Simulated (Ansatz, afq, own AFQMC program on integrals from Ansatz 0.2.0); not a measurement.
**Where AFQMC and coupled cluster stand for BH$_{2}$, doublet**

```xyz
3

B     0.0000   -0.1130    0.0697
H     0.0000    0.8156   -1.8948
H     0.0000    0.3961    1.1468
```

Basis cc-pVDZ. Only valence electrons are correlated. Integrals, coupled cluster, full CI and functionals: Ansatz 0.2.0; the random walks run on the same integrals in our own AFQMC program. ph-AFQMC/CISD is guided by a CISD state made of CCSD amplitudes; releasing the constraint for a short imaginary time cuts its bias at the price of noise, slowly where states lie close. Error bars are statistical, one sigma.

Determinant: UHF, the one that the program's search chose, which needn't be the lowest solution. The geometry is a point of a scan.

Full CI on the same integrals is exact in this basis and with this determinant's frozen core.

Cautions: strong correlation (T1 0.082, weight of the determinant 0.82, largest double 0.18); unrestricted determinant spin contaminated (⟨S²⟩ 1.11 against 0.75); the released energies are still falling, so no released level is given (meV from the phaseless value at times in 1/Eh: -3.9 ± 1.7 at 0.24, -4.8 ± 1.5 at 0.51, -8.6 ± 1.5 at 0.99, -12.3 ± 1.2 at 1.62, -14.2 ± 1.3 at 2.40).

```
T1 diagnostic                               : 0.0816
weight of the determinant in the CISD state : 0.822
⟨S²⟩ of the determinant                     : 1.106
size of the correlated space                : 5 electrons in 23 orbitals
```

```
  level  correlation energy (eV)
    MP2                  -1.4674
   CCSD                  -2.3730
CCSD(T)                  -2.4357
```

Question: Estimate where phaseless AFQMC with a CISD trial lies against CCSD(T) on the same integrals.

Answer: 1.7 ± 0.2 kJ/mol below CCSD(T).

Reference: full CI, correlation energy -2.476 eV. The cautions show a poor starting determinant, so the rows tell how each method copes with it here, and full CI is the sure value.

```
        level  E − E(reference) (kJ/mol)  share of correlation (%)
      CCSD(T)                        3.9                     98.38
        CCSDT                        0.3                     99.88
     CCSDT(Q)                        0.0                     99.99
       CCSDTQ                        0.0                    100.00
ph-AFQMC/CISD                  2.2 ± 0.2                     99.08
```

CCSDT and higher add their correlation energy to the determinant of the CCSD(T) run, since their own runs factorise the integrals more tightly (a shift of under 2 meV). A walk keeps the symmetry of its determinant, which the program's search chose and which needn't be the lowest solution, so a lower state of the same spin and another symmetry isn't excluded.
